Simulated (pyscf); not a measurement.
## Multi-bond step: O=P–OH + HO–SiH: [singlet] + hydrogen (H₂) -> HO–P(OH)–OH + silylene (SiH₂) [singlet]

Gas phase, singlet surface, charge 0. Bonds broken: O4–Si8, H5–H9. Bonds formed: O1–H5, P2–O4, Si8–H9. PySCF, gas phase, ωB97X-D3(BJ)/def2-SVP geometries.

Transition state (Å):

```xyz
10

O      1.4502    -0.6023    -0.4268
P      1.8335     0.5749     0.4443
O      2.0204    -0.0179     1.9737
O     -0.1818     1.0717     0.9168
H     -0.0853    -0.9982    -0.4285
H      1.7966    -0.9626     2.0049
H     -0.2842     1.0518     1.8793
Si    -1.5600     0.4516     0.0013
H     -0.8942    -1.2177    -0.2695
H     -0.9850     0.8670    -1.3370
```

One imaginary mode, 293i cm⁻¹; descent along it reached the two sides named, in the forms told below.

```
bond    change  reactant side (Å)  saddle  product side
------  ------  -----------------  ------  ------------
O4–Si8  breaks              1.716   1.767         1.969
H5–H9   breaks              0.784   0.853           3.1
O1–H5    forms              2.015   1.586         0.984
P2–O4    forms              2.393   2.129         1.782
Si8–H9   forms              2.114   1.817         1.540
```

Electronic energies relative to the separated reactants (eV):

```csv
level,barrier,reaction energy,reverse barrier
ωB97X-D3(BJ)/def2-TZVP,-0.20,+0.23,-0.43
PBE/def2-TZVP,-0.25,+0.43,-0.68
r²SCAN/def2-TZVP,-0.30,+0.32,-0.63
B3LYP-D3(BJ)/def2-TZVP,-0.18,+0.39,-0.57
PBE0-D3(BJ)/def2-TZVP,-0.37,+0.13,-0.50
M06-2X/def2-TZVP,-0.17,+0.21,-0.39
ωB97M-D3(BJ)/def2-TZVP,-0.11,+0.31,-0.41
HF/def2-TZVP,0.62,+0.02,0.59
```

With ωB97M-D3(BJ)/def2-TZVP energies and thermal terms (ideal gas, 1 atm, RRHO with modes under 100 cm⁻¹ raised to 100, one conformer, R ln 2 for chiral ones without a mode under 150 cm⁻¹), in eV:

```json
[
 {"T (K)": "298", "ΔH‡": "0.00", "ΔG‡": "0.90", "ΔH": "+0.45", "ΔG": "+0.82"},
 {"T (K)": "600", "ΔH‡": "0.00", "ΔG‡": "1.81", "ΔH": "+0.45", "ΔG": "+1.19"},
 {"T (K)": "900", "ΔH‡": "0.05", "ΔG‡": "2.71", "ΔH": "+0.47", "ΔG": "+1.56"},
 {"T (K)": "1200", "ΔH‡": "0.10", "ΔG‡": "3.58", "ΔH": "+0.49", "ΔG": "+1.92"}
]
```

On the reactant side the descent ends in a complex, 0.33 eV under the separated species and 0.13 eV under the saddle at ωB97X-D3(BJ)/def2-TZVP. On the product side the descent ends in an adduct with a O–Si contact (not fully relaxed), 1.13 eV under the separated species and 0.71 eV under the saddle at ωB97X-D3(BJ)/def2-TZVP. At ωB97X-D3(BJ), PBE, r²SCAN, B3LYP-D3(BJ), PBE0-D3(BJ), M06-2X, ωB97M-D3(BJ) the saddle lies under the separated reactants, which points to a path from their complex (located at ωB97X-D3(BJ) alone). At ωB97X-D3(BJ), PBE, r²SCAN, B3LYP-D3(BJ), PBE0-D3(BJ), M06-2X, ωB97M-D3(BJ) the saddle lies under the separated products, which points to a path from their complex (located at ωB97X-D3(BJ) alone), and parting the products costs more than the saddle. What is counted as broken (O–Si) persists as a longer contact in the product adduct; parting that adduct is a step of its own. One saddle was located; it need not be the lowest between these sides.
